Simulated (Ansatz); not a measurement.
```yaml
crystal:
  periodic: [false, false, false]
  atoms:
    - {symbol: C, position_ang: [0.000000, 0.000000, -0.861602]}
    - {symbol: Be, position_ang: [0.000000, 0.000000, 0.763060]}
    - {symbol: H, position_ang: [0.000000, 0.000000, -1.941209]}
    - {symbol: H, position_ang: [0.000000, 0.000000, 2.039750]}
basis:
  gaussian: {orbitals: def2-TZVP}
magnetization: {spin_polarized: true, initial_magnetization: 2}
hamiltonian: {xc: pbe0}
relax: {f_tol: 0.004, max_steps: 80}
```

```sh
$ ansatz run in.yaml --threads 1 --pin off --events-out ev --progress --plain --max-ram 2176MiB
```

Steps of the relaxation (energy above the last step; positions in Å, forces in eV/Å):

```
4
step 1, 28.3 meV
C     0.000    0.000   -0.862    0.000    0.000    0.206
Be    0.000    0.000    0.763    0.000    0.000   -1.155
H     0.000    0.000   -1.941    0.000    0.000   -0.044
H     0.000    0.000    2.040    0.000    0.000    0.993
```

```
4
step 2, 2.7 meV
C     0.000    0.000   -0.869    0.000    0.000    0.061
Be    0.000    0.000    0.751    0.000    0.000   -0.342
H     0.000    0.000   -1.949    0.000    0.000   -0.009
H     0.000    0.000    2.067    0.000    0.000    0.290
```

```
4
step 3, 0.0 meV
C     0.000    0.000   -0.872    0.000    0.000   -0.001
Be    0.000    0.000    0.745    0.000    0.000   -0.013
H     0.000    0.000   -1.953    0.000    0.000    0.002
H     0.000    0.000    2.079    0.000    0.000    0.012
```

```
4
step 5, 0.0 meV
C     0.000    0.000   -0.872    0.000    0.000   -0.001
Be    0.000    0.000    0.745    0.000    0.000   -0.002
H     0.000    0.000   -1.953    0.000    0.000    0.000
H     0.000    0.000    2.080    0.000    0.000    0.003
```

Close pairs at the end: C1–H3 1.081 Å, Be2–H4 1.334 Å, C1–Be2 1.617 Å.

A stationary point of unrestricted PBE0 after 5 steps, with ⟨S²⟩ = 2.007 against 2.00 for a pure state; no frequencies were run, so it isn't proven a minimum. 7.5 s on 1 thread of Arm Neoverse V1, shared host.
